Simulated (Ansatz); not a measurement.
`CC1(O)C=N1` + H–F → `CC1(F)C=N1` + H₂O at 400 K and 1 bar (substitution at a C–O bond).

Calculated with Ansatz (gas phase, PBE0-D4/def2-TZVP geometries, no zero-point term in ΔE). CCSD(T)/CBS adds triple-zeta CCSD(T) − MP2 to the extrapolated MP2 energy (def2 sets, frozen cores). This one scheme is used for every species. One conformer a species, not always the lowest.

```
     species  CCSD(T)/CBS energy (Eh)  H − E (kJ/mol)  S (J/(mol·K))
`CC1(O)C=N1`               -246.96178           230.8          330.5
         H–F               -100.39570            36.5          182.2
`CC1(F)C=N1`               -270.97864           196.9          320.7
         H₂O                -76.37941            69.8          198.6
```

H − E and S are ideal-gas, rigid-rotor, harmonic terms from PBE0-D4/def2-TZVP, for one conformer and one mirror image of each species. 1 Eh = 2625.50 kJ/mol, R = 8.31446 J/(mol·K).

Question: By hand: ΔE, ΔH, ΔS and ΔG.

Answer: ΔE = (-270.97864) + (-76.37941) − (-246.96178) − (-100.39570) = -0.00057 Eh = -1.5 kJ/mol. Δ(H − E) = 196.9 + 69.8 − 230.8 − 36.5 = -0.6, so ΔH = -2.1 kJ/mol. ΔS = 320.7 + 198.6 − 330.5 − 182.2 = 6.6 J/(mol·K). ΔG = -2.1 − 400 × (6.6)/1000 = -4.7 kJ/mol.

Question: By hand: the equilibrium constant, and the temperature at which ΔG would vanish if ΔH and ΔS stayed fixed.

Answer: log₁₀ K = −ΔG/(RT ln 10) = 0.6. ΔH and −TΔS have one sign here, so there is no such temperature. One of them is within its doubt of zero, so this could turn.

TΔS isn't small against ΔH here. The sign of ΔG lies within the doubt. A doubt of 5 kJ/mol in ΔE shifts log₁₀ K by 0.7 here. Other conformers and mirror images would add mixing entropy, several J/(mol·K) or more a flexible species. These are equilibria of isolated gas molecules and say nothing of rates. Largest T1 diagnostic: 0.012 (customary marks: 0.02 for closed shells, 0.045 for open ones).
